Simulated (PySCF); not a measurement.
Gas-phase reaction: 2 NH + 3 BHF₂ + H → 2 BF₃.NH₃ + B

Computed with PySCF and rigid-rotor harmonic-oscillator thermochemistry at 1 bar. † marks an energy on the PBE0/def2-TZVP geometry and frequencies; other levels use their own. MP2 and CCSD(T) freeze the core. Open shells (unrestricted): NH (multiplicity 3), H (multiplicity 2), B (multiplicity 2, electronic degeneracy 6); the rest are closed-shell singlets. Spin-orbit splitting is ignored; it lowers the true energy and changes the entropy of B. Adducts (BF₃.NH₃) have no counterpoise correction, and HF, PBE, BLYP, B3LYP and PBE0 lack dispersion. BF₃.NH₃: computed as isolated molecules; such fragments, hydroxides, amides, oligomers or adducts are transient or little studied in the gas. MP2 isn't extrapolated to the basis-set limit; its ΔH°(298 K) is -650.5 kJ in def2-SVP and -684.8 kJ in def2-TZVPP. CCSD(T) isn't extrapolated to the basis-set limit; its ΔH°(298 K) is -636.7 kJ in def2-SVP and -665.2 kJ in def2-TZVPP. The harmonic model lacks anharmonicity and excited electronic states, which grow with temperature; levels with a mode under 35 cm⁻¹ are left out. Internal rotation in BF₃.NH₃ is treated as a harmonic vibration of one conformer, which makes the entropy rough.

| level | ΔE electronic, kJ | ΔH°(298 K), kJ | ΔS°(298 K), J/K | ΔG°(1600 K), kJ |
|---|---|---|---|---|
| CCSD(T)/def2-SVP† | -717 | -637 | -455 | 85 |
| MP2/def2-SVP† | -731 | -651 | -455 | 71 |
| PBE0/def2-SVP† | -755 | -675 | -455 | 46 |
| PBE0/def2-TZVP | -726 | -646 | -455 | 75 |
| LDA/def2-TZVP† | -948 | -868 | -455 | -146 |
ΔH° is lowest at LDA/def2-TZVP† and highest at CCSD(T)/def2-SVP†. No reference value is set beside these.
